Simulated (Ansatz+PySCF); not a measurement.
Values are calculated unless marked as measured or tabulated.
Input for Ansatz (development build ahead of 0.2.0):

```yaml
crystal:
  periodic: [false, false, false]
  atoms:
    - { symbol: H, position_ang: [0.0, 0.10095, -1.50302] }
    - { symbol: C, position_ang: [0.0, -0.31513, -0.48882] }
    - { symbol: "N", position_ang: [0.0, 0.34624, 0.5451] }
    - { symbol: H, position_ang: [0.0, -0.13206, 1.44674] }
basis:
  gaussian: { orbitals: cc-pVTZ }
magnetization:
  initial_magnetization: 1
hamiltonian:
  xc: hf
correlation:
  method: ccsd_t
  frozen_orbitals: { C: 1, H: 0, "N": 1 }
scf:
  omitted_lower_state_checks: [stability, starts, atomic_configurations, cluster_reference, orbital_swaps, given_window_search, neighbouring_geometries, increment]
```

The input is written out in the form of the current development build from the run's settings. Correlation on restricted open-shell orbitals is semicanonical, with singles.

Results

```
Converged                       : yes
Reference energy                : -93.43139 hartree
CCSD correlation energy         : -0.36088 hartree
Triples correction              : -0.01699 hartree
Total energy                    : -93.80926 hartree
Spin squared of the determinant : 0.750
```
